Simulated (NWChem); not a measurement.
# doublet [CH2F2]− at 3 levels

Aim: a comparison of 3 runs (UCAM-B3LYP/aug-cc-pVDZ, U-wB97X/aug-cc-pVDZ, UB2PLYP/aug-cc-pVDZ) of doublet [CH2F2]−. 

Program for the calculation: NWChem 7.3.0.

## Step 1: The structure to begin with

[CH2F2]− has 5 atoms, charge -1, and is taken as a doublet. As SMILES of the parent species, `FCF`. The shape is that of a PBE0-D4/def2-TZVP optimisation. That shape belongs to the parent species and isn't relaxed for this state.

Bond lengths: F1–C2 1.351 Å, C2–F3 1.351 Å, C2–H4 1.093 Å, C2–H5 1.094 Å. Angles: F1–C2–F3 108.6°, F1–C2–H4 108.8°, F1–C2–H5 108.8°, F3–C2–H4 108.8°, F3–C2–H5 108.8°, H4–C2–H5 113.0°.

## Step 2: The energy at UCAM-B3LYP/aug-cc-pVDZ (run 1)

Input file run.py:

```python
from ase import Atoms
from ase.calculators.nwchem import NWChem

mol = Atoms(['F', 'C', 'F', 'H', 'H'], positions=[
    [-1.073300, 0.191200, 0.698300],
    [0.010100, -0.016900, -0.082300],
    [1.090500, -0.179200, 0.713200],
    [-0.142700, -0.932900, -0.659500],
    [0.165300, 0.864200, -0.711100],
])

calc = NWChem(
    label='geom',
    theory='dft',
    memory='2200 mb',
    basis='aug-cc-pVDZ',
    basispar='spherical bse',
    charge=-1,
    dft={'xc': 'xcamb88 1.00 lyp 0.81 vwn_5 0.19 hfexch 1.00', 'cam': '0.33 cam_alpha 0.19 cam_beta 0.46', 'mult': '2', 'grid': 'xfine', 'convergence': 'energy 1e-08', 'direct': None, 'iterations': '100', 'mulliken': None, 'print': 'low'},
    task='energy',
)
mol.calc = calc

print(f"energy = {mol.get_potential_energy():.6f} eV")
```

Run with:

```sh
$ export ASE_NWCHEM_COMMAND="nwchem PREFIX.nwi > PREFIX.nwo"
$ python run.py
```

Standard output:

```text
energy = -6501.483470 eV
```

The calculator wrote geom.nwi:

```
title "geom"

permanent_dir geom

scratch_dir geom

start geom

geometry units angstrom nocenter noautosym noautoz
  F  -1.0732999999999999e+00 1.9120000000000001e-01 6.9830000000000003e-01
  C  1.0100000000000000e-02 -1.6899999999999998e-02 -8.2299999999999998e-02
  F  1.0905000000000000e+00 -1.7920000000000000e-01 7.1319999999999995e-01
  H  -1.4269999999999999e-01 -9.3289999999999995e-01 -6.5949999999999998e-01
  H  1.6530000000000000e-01 8.6419999999999997e-01 -7.1109999999999995e-01
end

charge -1

memory 2200 mb

basis spherical bse noprint
   * library aug-cc-pVDZ
end

dft
  xc xcamb88 1.00 lyp 0.81 vwn_5 0.19 hfexch 1.00
  cam 0.33 cam_alpha 0.19 cam_beta 0.46
  mult 2
  grid xfine
  convergence energy 1e-08
  direct
  iterations 100
  mulliken
  print low
end

task dft energy
```

geom.nwo:

```text
Northwest Computational Chemistry Package (NWChem) 7.3.0
             --------------------------------------------------------

           Job information
           ---------------

    nwchem branch   = 7.3.0
    use scalapack   = T
    input           = geom.nwi
    prefix          = geom.
    data base       = geom/geom.db
    status          = startup
    nproc           =        1

           Memory information
           ------------------

[... 5 lines left out ...]
    hardfail = no
[... 38 lines left out ...]
            Nuclear Dipole moment (a.u.)
[... 95 lines left out ...]
         Total DFT energy =     -238.925112590962
[... 1 line left out ...]
           Coulomb energy =      198.902502979217
[... 1 line left out ...]
 Nuclear repulsion energy =       77.468216142026
[... 45 lines left out ...]
    Atom       Charge   Shell Charges
 -----------   ------   -------------------------------------------------------
    1 F    9     0.01   0.00  0.00  0.00 -0.00  0.00  0.00  0.00  0.00  0.00
    2 C    6     0.06  -0.00  0.01  0.00 -0.00  0.01 -0.00  0.04 -0.00  0.00
    3 F    9     0.01   0.00  0.00  0.00 -0.00  0.00  0.00  0.00  0.00  0.00
    4 H    1     0.46  -0.00 -0.00  0.45  0.00  0.02
    5 H    1     0.46  -0.00 -0.00  0.45  0.00  0.02

     --------------------------
     Expectation value of S2:
     --------------------------
      <S2> =      0.7501 (Exact =     0.7500)

 Task  times  cpu:       73.4s     wall:       73.4s
 Total times  cpu:       73.4s     wall:       73.4s
```

Wall time 74 s (1 thread of Intel Xeon Platinum 8488C (Sapphire Rapids), shared host); peak memory 0.13 GiB.

## Step 3: A single-point energy at U-wB97X/aug-cc-pVDZ (run 2)

Input file nw.nw:

```
start nw
title "CH2F2"
memory 2200 mb
charge -1
geometry noautosym nocenter noautoz
 F     -1.073300     0.191200     0.698300
 C      0.010100    -0.016900    -0.082300
 F      1.090500    -0.179200     0.713200
 H     -0.142700    -0.932900    -0.659500
 H      0.165300     0.864200    -0.711100
end
basis spherical bse
 F library aug-cc-pVDZ
 C library aug-cc-pVDZ
 H library aug-cc-pVDZ
end
dft
 xc wb97x
 mult 2
 grid xfine
 convergence energy 1e-08
 iterations 100
 mulliken
end
task dft energy
```

Run with:

```sh
$ nwchem nw.nw > nw.out
```

Standard output:

```text
[...]
          Wavefunction type:  spin polarized.
          No. of atoms     :     5
          No. of electrons :    27
[...]
          Charge           :    -1
          Spin multiplicity:     2
[...]
          AO basis - number of functions:    87
[...]
              XC Information
              --------------
                       wb97x  Method XC Functional
                     Hartree-Fock (Exact) Exchange  1.000
                         wb97x Exchange Functional  1.000
                      wb97x Correlation Functional  1.000
[...]
 d= 0,ls=0.0,diis     1   -238.6536066311 -3.16D+02  2.05D-01  6.36D-01     6.5
[...]
 d= 0,ls=0.0,diis    14   -238.9306723875 -2.69D-11  1.53D-06  5.12D-13    88.3
[...]
         Total DFT energy =     -238.930672387465
      One electron energy =     -488.103824730282
           Coulomb energy =      198.808095901961
    Exchange-Corr. energy =      -27.103159701170
 Nuclear repulsion energy =       77.468216142026
[...]
      Total Density - Mulliken Population Analysis
     ---------------------------------------------
    Atom       Charge   Shell Charges
 -----------   ------   -------------------------------------------------------
    1 F    9     9.45   2.01  0.89  1.02  0.18  3.34  1.90  0.09  0.00  0.02
    2 C    6     2.90   2.02  0.68  0.01 -1.73  1.94 -0.06 -0.10  0.18 -0.03
    3 F    9     9.45   2.01  0.89  1.02  0.18  3.34  1.90  0.09  0.00  0.02
    4 H    1     2.60   0.77  0.61  1.23  0.03 -0.04
    5 H    1     2.60   0.77  0.61  1.23  0.03 -0.04
[...]
      <S2> =      0.7503 (Exact =     0.7500)
[...]
```

It took 89 s on 1 thread of Intel Xeon Platinum 8488C (Sapphire Rapids), shared host; peak memory 0.13 GiB.

## Step 4: The energy at UB2PLYP/aug-cc-pVDZ (run 3)

Input file ch2f2.xyz:

```xyz
5
CH2F2
F     -1.073300     0.191200     0.698300
C      0.010100    -0.016900    -0.082300
F      1.090500    -0.179200     0.713200
H     -0.142700    -0.932900    -0.659500
H      0.165300     0.864200    -0.711100
```

Input file ch2f2.nw:

```
start ch2f2
title "CH2F2"
memory 2200 mb
charge -1

geometry units angstrom noautosym nocenter noautoz
  load ch2f2.xyz
end

basis spherical bse
  * library aug-cc-pVDZ
end

dft
  xc hfexch 0.53 becke88 0.47 lyp 0.73 mp2 0.27
  dftmp2 semidirect
  mult 2
  grid xfine
  convergence energy 1e-08
  maxiter 100
  mulliken
end

mp2
  freeze core 3
end

task dft energy
```

Run with:

```sh
$ nwchem ch2f2.nw > ch2f2.out
```

Standard output:

```text
[...]
          Wavefunction type:  spin polarized.
          No. of atoms     :     5
          No. of electrons :    27
[...]
          Charge           :    -1
          Spin multiplicity:     2
[...]
          AO basis - number of functions:    87
[...]
              XC Information
              --------------
                     Hartree-Fock (Exact) Exchange  0.530
                    Becke 1988 Exchange Functional  0.470
              Lee-Yang-Parr Correlation Functional  0.730
[...]
 d= 0,ls=0.0,diis     1   -238.3590936382 -3.16D+02  2.59D-01  6.22D-01     3.8
[...]
 d= 0,ls=0.0,diis    12   -238.6327227476 -1.37D-10  5.13D-06  1.30D-12    41.2
[...]
         Total DFT energy =     -238.632722747611
      One electron energy =     -488.233841460586
           Coulomb energy =      198.965475154614
    Exchange-Corr. energy =      -26.832572583666
 Nuclear repulsion energy =       77.468216142026
[...]
      Total Density - Mulliken Population Analysis
     ---------------------------------------------
    Atom       Charge   Shell Charges
 -----------   ------   -------------------------------------------------------
    1 F    9     9.53   2.01  0.89  1.04  0.18  3.34  1.96  0.09  0.00  0.02
    2 C    6     2.73   2.01  0.68 -0.02 -1.76  1.90 -0.09 -0.11  0.19 -0.08
    3 F    9     9.53   2.01  0.89  1.04  0.18  3.34  1.96  0.09  0.00  0.02
    4 H    1     2.61   0.77  0.59  1.25  0.03 -0.03
    5 H    1     2.61   0.77  0.59  1.25  0.03 -0.03
[...]
      <S2> =      0.7501 (Exact =     0.7500)
[...]
  Basis functions       =     87
[...]
```

It took 45 s on 1 thread of Intel Xeon Platinum 8488C (Sapphire Rapids), shared host; peak memory 0.23 GiB.

## Step 5: The series

| run | level | frozen core orbitals | energy (Eh) | ⟨S²⟩ | wall time |
| --- | --- | --- | --- | --- | --- |
| 1 | UCAM-B3LYP/aug-cc-pVDZ | – | -238.925113 | 0.750 | 74 s |
| 2 | U-wB97X/aug-cc-pVDZ | – | -238.930672 | 0.750 | 89 s |
| 3 | UB2PLYP/aug-cc-pVDZ | 3 | -238.813053 | 0.750 | 45 s |

## Step 6: What came out

| quantity | value |
| --- | --- |
| run 3: total energy | -238.81305 Eh |
| run 3: HOMO energy (SCF part's orbitals) (highest over α and β) | 1.41 eV |
| run 3: LUMO energy (SCF part's orbitals) (lowest over α and β) | 3.22 eV |
| run 3: ⟨S²⟩ | 0.750 |

What this shows: Totals of different functionals can't be ranked against each other. In runs 2, 3 the HOMO lies above zero, so the outermost electron may be held by the basis alone. All runs together took 3.5 min, the longest 89 s.
